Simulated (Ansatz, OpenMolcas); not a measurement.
**Worked example: the enthalpy of formation of LiCl (SMILES [Li][Cl])**

The species is LiCl (2 atoms), meant as a singlet with charge 0. SMILES: `[Li][Cl]`. The shape is that of a PBE0-D4/def2-TZVP optimisation.

| atom | x (Å) | y (Å) | z (Å) |
| --- | --- | --- | --- |
| Li | 0.8571 | -0.3061 | 0.4308 |
| Cl | -0.8571 | 0.3061 | -0.4308 |

Total energies at CCSD(T)/cc-pVTZ, 5 core orbitals frozen (OpenMolcas 26.06); the atoms run unrestricted:

```
species    state  energy (Eh)
   LiCl  singlet  -467.291328
     Li  doublet    -7.446065
     Cl  doublet  -459.671789
```

Harmonic wavenumbers at PBE0-D4/def2-TZVP, in cm⁻¹: 656.

Measured heats of formation of the gaseous atoms at 298.15 K, in kJ/mol: Li 159.3, Cl 121.3. Spin-orbit lowering of the atoms at 298 K (mean of the ground term's levels less their thermal mean, from spectra), in kJ/mol: Cl 3.44. Take 1 Eh = 2625.50 kJ/mol, 1 cm⁻¹ = 0.0119627 kJ/mol, RT = 2.479 kJ/mol.

Work out the heat of formation of the gas at 298 K.


1. Electronic atomisation energy: (-7.446065) + (-459.671789) − (-467.291328) = 0.173474 Eh = 455.5 kJ/mol.
2. Zero-point energy: half the sum of the wavenumbers, 328 cm⁻¹ = 3.9 kJ/mol.
3. Thermal vibrational enthalpy, Σ hcν̃/(exp(hcν̃/kT) − 1): 0.3 kJ/mol. Translation, rotation and pV of a linear molecule: 3.5 RT = 8.7 kJ/mol.
4. The 2 free atoms carry 5/2 RT each: 12.4 kJ/mol.
5. Spin-orbit coupling lowers the free atoms by 3.44 = 3.4 kJ/mol.
6. Atomisation enthalpy at 298 K: 455.5 − 3.4 − 3.9 − 0.3 − 8.7 + 12.4 = 451.6 kJ/mol.
7. Sum of the atoms' heats of formation: 280.6 kJ/mol. Heat of formation: 280.6 − 451.6 = -171.0 kJ/mol.

No measured value is set beside it here. Anharmonicity and any spin-orbit splitting of the molecule are left out, and so is core correlation.
